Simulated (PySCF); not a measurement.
PySCF job for SiH₂, SMILES [SiH2] (connectivity only; charge and spin as stated), neutral, multiplicity 1, SMD-PBE0/6-31G*. The structure is a stationary point at r2SCAN-D4/def2-TZVPD. The isomer is the one that the SMILES or the coordinates give; other isomers of the formula were not compared.

```python
import numpy as np
from pyscf import gto, scf, dft
from pyscf.solvent import smd

mol = gto.M(
    atom='''
    Si    0.00000000   -0.00000000    0.13378191
    H     0.00000000    1.08545333   -0.93647334
    H     0.00000000   -1.08545326   -0.93647340
    ''',
    basis='6-31G*',
    charge=0,
    spin=0,
    max_memory=1600,
    verbose=3,
)
mf = dft.RKS(mol, xc='pbe0').density_fit(auxbasis='def2-universal-jkfit')
mf.grids.level = 3
mf.conv_tol = 1e-9
mf.max_cycle = 100
mf.kernel()
res = {}
for name in ['water', 'ethanol', 'dimethylsulfoxide']:
    s = mf.SMD()
    s.with_solvent.solvent, s.with_solvent.sasa_ng = name, 302
    s.kernel(mf.make_rdm1())
    res[name] = (s.e_tot, s.with_solvent.get_cds(), s.dip_moment(), s.mo_energy, s.converged)
    print(f'SMD {name}: dG(solv) = {(s.e_tot - mf.e_tot) * 627.509474:.3f} kcal/mol, of which CDS {res[name][1] * 627.509474:.3f}')
```

It prints:

```
converged SCF energy = -290.458526790587
converged SCF energy = -290.459648670339
Dipole moment(X, Y, Z, Debye):  0.00000, -0.00000, -0.64651
SMD water: dG(solv) = -0.704 kcal/mol, of which CDS 1.128
converged SCF energy = -290.462234159653
Dipole moment(X, Y, Z, Debye):  0.00000, -0.00000, -0.64078
SMD ethanol: dG(solv) = -2.326 kcal/mol, of which CDS -0.579
converged SCF energy = -290.461103106954
Dipole moment(X, Y, Z, Debye):  0.00000, -0.00000, -0.64469
SMD dimethylsulfoxide: dG(solv) = -1.617 kcal/mol, of which CDS 0.188
```

The run converged.
